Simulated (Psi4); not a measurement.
# [S2]−: UMP2/6-31G(d) (Cholesky decomposition, density fitting for correlation, spherical functions, cholesky tolerance 1e-05, sweep point 7)

Aim: the vertical doublet–quartet gap of [S2]− at UMP2/6-31G* (Cholesky decomposition, density fitting for correlation, spherical functions, cholesky tolerance 1e-05, sweep point 7), from 2 runs. The job is set up through a Python script.

The results are computed with Psi4 1.11.

4 further runs of the same task are left out: 2 that didn't finish, 2 set aside as unsound or not needed.

## 1. The structure to begin with

The species is [S2]− (2 atoms), meant as a doublet with charge -1. The shape is that of a GFN2-xTB optimisation.

Bond lengths: S1–S2 1.977 Å.

## 2. A single-point energy at UMP2/6-31G(d) (Cholesky decomposition, density fitting for correlation, spherical functions, cholesky tolerance 1e-05, sweep point 7)

run.py

```python
import psi4

psi4.set_memory('1600 MB')
psi4.set_num_threads(1)
psi4.set_output_file('run.log', False)

m = psi4.geometry("""
-1 2
S      0.678550    -0.576410    -0.430000
S     -0.678550     0.576410     0.430000
symmetry c1
""")

psi4.set_options({
    'basis': '6-31G*',
    'reference': 'uhf',
    'puream': True,
    'scf_type': 'cd',
    'num_frozen_docc': 10,
    'cholesky_tolerance': 1e-05,
    'maxiter': 150,
})

energy_value = psi4.energy("mp2", molecule=m)
print('E =', round(energy_value, 9))
```

Command:

```bash
python run.py
```

run.log:

```text
[...]
  Running in c1 symmetry.
[...]
  Nuclear repulsion =   68.507049192630959
[...]
  Multiplicity = 2
[...]
  Nalpha       = 17
  Nbeta        = 16
[...]
    Number of basis functions: 36
[...]
   @UHF iter   1:  -795.01279529228793   -5.20218e-01   5.02816e-03 ADIIS/DIIS
[...]
   @UHF iter  10:  -795.04301075630747   -6.25278e-12   6.88780e-09 DIIS
[...]
   @S^2 Observed:                7.633328563E-01
[...]
    Orbital Energies [Eh]
    ---------------------
    Alpha Occupied:
       1A    -91.708468     2A    -91.708433     3A     -8.723305
       4A     -8.723098     5A     -6.411946     6A     -6.411924
       7A     -6.404059     8A     -6.403504     9A     -6.400102
      10A     -6.400075    11A     -0.804274    12A     -0.574676
      13A     -0.255998    14A     -0.246717    15A     -0.221988
      16A     -0.114920    17A     -0.076903
    Alpha Virtual:
      18A      0.359763    19A      0.644485    20A      0.669775
      21A      0.728709    22A      0.747471    23A      0.751442
      24A      0.767787    25A      0.790534    26A      0.890992
[...]
  @UHF Final Energy:  -795.04301075630747
   => Energetics <=
    Nuclear Repulsion Energy =             68.5070491926309586
    One-Electron Energy =               -1244.3841159950495694
    Two-Electron Energy =                 380.8340560461110158
    Total Energy =                       -795.0430107563074671
  UHF NO Occupations:
  HONO-2 :   15  A 1.9985755
  HONO-1 :   16  A 1.9956659
[...]
 Multipole Moments:
 ------------------------------------------------------------------------------------
     Multipole            Electronic (a.u.)      Nuclear  (a.u.)        Total (a.u.)
 ------------------------------------------------------------------------------------
 L = 1.  Multiply by 2.5417464519 to convert [e a0] to [Debye]
 Dipole X            :         -0.0000051            0.0000000           -0.0000051
 Dipole Y            :          0.0000000            0.0000000            0.0000000
 Dipole Z            :          0.0000000            0.0000000            0.0000000
 Magnitude           :                                                    0.0000051
[...]
```

Standard output:

```text
E = -795.267193692
```

Wall time 1.9 s (1 thread of Intel Xeon Platinum 8488C (Sapphire Rapids), shared host); peak memory 0.2 GiB.

## 3. The quartet, same level

Edit run.py of step 2 so:

```diff
@@ -4,6 +4,6 @@
 psi4.set_num_threads(1)
-psi4.set_output_file('run.log', False)
+psi4.set_output_file('output.dat', False)
 
 m = psi4.geometry("""
--1 2
+-1 4
 S      0.678550    -0.576410    -0.430000
@@ -23,3 +23,3 @@
 
-energy_value = psi4.energy("mp2", molecule=m)
-print('E =', round(energy_value, 9))
+result, w = psi4.energy("mp2", molecule=m, return_wfn=True)
+print('E =', round(result, 9))
```

Command:

```bash
python run.py
```

output.dat:

```text
[...]
  Running in c1 symmetry.
[...]
  Nuclear repulsion =   68.507049192630959
[...]
  Multiplicity = 4
[...]
  Nalpha       = 18
  Nbeta        = 15
[...]
    Number of basis functions: 36
[...]
   @UHF iter   1:  -794.89156189611936   -3.98984e-01   5.14968e-03 ADIIS/DIIS
[...]
   @UHF iter  10:  -794.92513315108886   -4.09273e-12   8.20262e-09 DIIS
[...]
   @S^2 Observed:                3.779213183E+00
[...]
    Orbital Energies [Eh]
    ---------------------
    Alpha Occupied:
       1A    -91.718456     2A    -91.718419     3A     -8.736029
       4A     -8.735894     5A     -6.420034     6A     -6.420033
       7A     -6.419995     8A     -6.419994     9A     -6.417521
      10A     -6.417006    11A     -0.848846    12A     -0.636666
      13A     -0.306992    14A     -0.276551    15A     -0.276550
      16A     -0.138216    17A     -0.138215    18A      0.056416
    Alpha Virtual:
      19A      0.628795    20A      0.648338    21A      0.715119
      22A      0.715121    23A      0.715696    24A      0.749984
      25A      0.749986    26A      0.848282    27A      1.080275
[...]
  @UHF Final Energy:  -794.92513315108886
   => Energetics <=
    Nuclear Repulsion Energy =             68.5070491926309586
    One-Electron Energy =               -1244.0394578766281484
    Two-Electron Energy =                 380.6072755329082042
    Total Energy =                       -794.9251331510888576
  UHF NO Occupations:
  HONO-2 :   16  A 1.0000000
  HONO-1 :   17  A 1.0000000
[...]
 Multipole Moments:
 ------------------------------------------------------------------------------------
     Multipole            Electronic (a.u.)      Nuclear  (a.u.)        Total (a.u.)
 ------------------------------------------------------------------------------------
 L = 1.  Multiply by 2.5417464519 to convert [e a0] to [Debye]
 Dipole X            :         -0.0000095            0.0000000           -0.0000095
 Dipole Y            :          0.0000000            0.0000000            0.0000000
 Dipole Z            :         -0.0000000            0.0000000           -0.0000000
 Magnitude           :                                                    0.0000095
[...]
```

Standard output:

```text
E = -795.154265838
```

It took 1.8 s on 1 thread of Intel Xeon Platinum 8488C (Sapphire Rapids), shared host; peak memory 0.2 GiB.

## 4. Summary of results

Level: UMP2/6-31G* (Cholesky decomposition, density fitting for correlation, spherical functions, cholesky tolerance 1e-05, sweep point 7), 10 core orbitals frozen.

| quantity | value |
| --- | --- |
| doublet: total energy | -795.26719 Eh |
| doublet: HOMO energy (Hartree–Fock orbitals) (highest over α and β) | -1.70 eV |
| doublet: LUMO energy (Hartree–Fock orbitals) (lowest over α and β) | 6.49 eV |
| doublet: correlation energy (10 core orbitals frozen) | -224.2 mEh |
| doublet: ⟨S²⟩ of the reference determinant | 0.763 |
| quartet: total energy | -795.15427 Eh |
| quartet: HOMO energy (Hartree–Fock orbitals) (highest over α and β) | 1.54 eV |
| quartet: LUMO energy (Hartree–Fock orbitals) (lowest over α and β) | 6.68 eV |
| quartet: correlation energy (10 core orbitals frozen) | -229.1 mEh |
| quartet: ⟨S²⟩ of the reference determinant | 3.779 |
| vertical energy of the quartet above the doublet | 3.073 eV |

In words: At this shape the quartet lies 3.07 eV (71 kcal/mol) above the doublet. The HOMO (quartet) lies at positive energy, 1.54 eV: the electron is unbound at this level or held by a compact basis; values depend on the basis.
